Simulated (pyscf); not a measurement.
## Addition: `[O]=[CH][OH]` + `[H]` [doublet] -> `[OH][CH][OH]` [doublet]

Gas phase, doublet surface, charge 0. Bonds broken: none. Bonds formed: O3–H6. Optimised with ωB97X-D3(BJ)/def2-SVP in PySCF. MP2 and CC: frozen core, UHF for open shells. ΔMP2 is the change of the MP2 total energy from the triple- to the quadruple-zeta basis.

Transition state (Å):

```xyz
6

O     -0.3890     0.6271    -0.8041
C      0.6749    -0.0699    -0.3847
O      0.7520    -0.5599     0.7520
H     -1.0689     0.5641    -0.1145
H      1.5060    -0.0386    -1.1077
H      1.0602     0.2831     1.8040
```

One imaginary mode, 1827i cm⁻¹; descent along it reached the two sides named.

```json
[
 {"bond": "O3–H6", "change": "forms", "reactant side (Å)": "4.1", "saddle": "1.383", "product side": "0.964"}
]
```

Electronic energies relative to the separated reactants (kcal/mol):

```csv
level,barrier,reaction energy,reverse barrier
ωB97X-D3(BJ)/def2-TZVP,14.5,-15.4,29.9
PBE/def2-TZVP,6.7,-13.3,20.0
r²SCAN/def2-TZVP,5.9,-17.0,22.9
B3LYP-D3(BJ)/def2-TZVP,8.0,-16.3,24.3
PBE0-D3(BJ)/def2-TZVP,9.6,-16.5,26.1
M06-2X/def2-TZVP,13.3,-16.0,29.3
ωB97M-D3(BJ)/def2-TZVP,13.4,-14.5,28.0
HF/def2-TZVP,25.2,-11.6,36.8
MP2/def2-QZVPP,22.2,-11.2,33.3
CCSD/def2-TZVPP,15.5,-16.9,32.4
CCSD(T)/def2-TZVPP,15.0,-15.1,30.1
CCSD(T)/def2-TZVPP + ΔMP2(QZVPP),14.3,-16.0,30.2
```

With CCSD(T)/def2-TZVPP + ΔMP2(QZVPP) energies and thermal terms (ideal gas, 1 atm, RRHO with modes under 100 cm⁻¹ raised to 100, one conformer, R ln 2 for rigid chiral ones), in kcal/mol:

| T (K) | ΔH‡ | ΔG‡ | ΔH | ΔG |
|---|---|---|---|---|
| 298 | 14.1 | 20.6 | -11.0 | -4.6 |
| 600 | 13.6 | 27.4 | -11.3 | +2.1 |
| 900 | 13.3 | 34.4 | -11.6 | +8.8 |
| 1200 | 13.1 | 41.5 | -11.7 | +15.7 |

One saddle was located; it need not be the lowest between these sides. The CCSD(T) − MP2 part came from Ansatz, without density fitting, on the same reference. A UHF reference is spin-contaminated (<S²> up to 0.87), which harms MP2 most.
